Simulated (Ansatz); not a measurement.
Energy needed to pull apart BCl$_{2}$ (SMILES Cl[B]Cl), doublet, into free ground-state atoms, from the structure below (displaced at random from a GFN2-xTB minimum); no zero-point or spin–orbit terms; open-shell atoms are treated unrestricted, in their ground-state multiplicity.

Cl1  (0.504, -1.502, 0.080)
B2  (-0.433, -0.057, -0.189)
Cl3  (0.008, 1.461, 0.204)
(Å)

Computed with Ansatz 0.2.0 (basis: def2-TZVPP); correlated methods freeze the cores; orbitals are unrestricted.

| method | atomization energy (eV) |
| --- | --- |
| SPW92 | 10.60 |
| PBE-D4 | 9.37 |
| revPBE-D4 | 9.03 |
| r2SCAN-D4 | 9.25 |
| PBE0-D4 | 9.13 |
| wB97M-V | 8.84 |
| HF | ? |
| MP2 | ? |
| CCSD | 8.11 |
| CCSD(T) | 8.36 |

**Question.** What does MP2 give? (To be estimated.)

**Answer.** The calculation gives: 9.01 eV, which is about 0.65 eV more than CCSD(T)/def2-TZVPP.

**Question.** What does HF give? (Judge from chemistry; the value comes from the calculation.)

**Answer.** The calculation gives: 6.63 eV, which is about 1.73 eV less than CCSD(T)/def2-TZVPP.

In triple zeta the MP2 and coupled-cluster atomization energies are still short of their basis limit by a few kcal/mol a bond, whereas those of the functionals are nearly converged, so these differences are not deviations from converged CCSD(T).

T1 diagnostic: at most 0.015. ⟨S²⟩ of the unrestricted Hartree–Fock references: 0.76 (a pure state has 0.75).

For scale, one of the runs: CCSD(T)/def2-TZVPP forces, 115 basis functions (an equivalent command: `ansatz run in.yaml --threads 4`). Hardware: 4 CPU threads, shared host. Wall time 38 s; peak host memory 1.5 GiB.
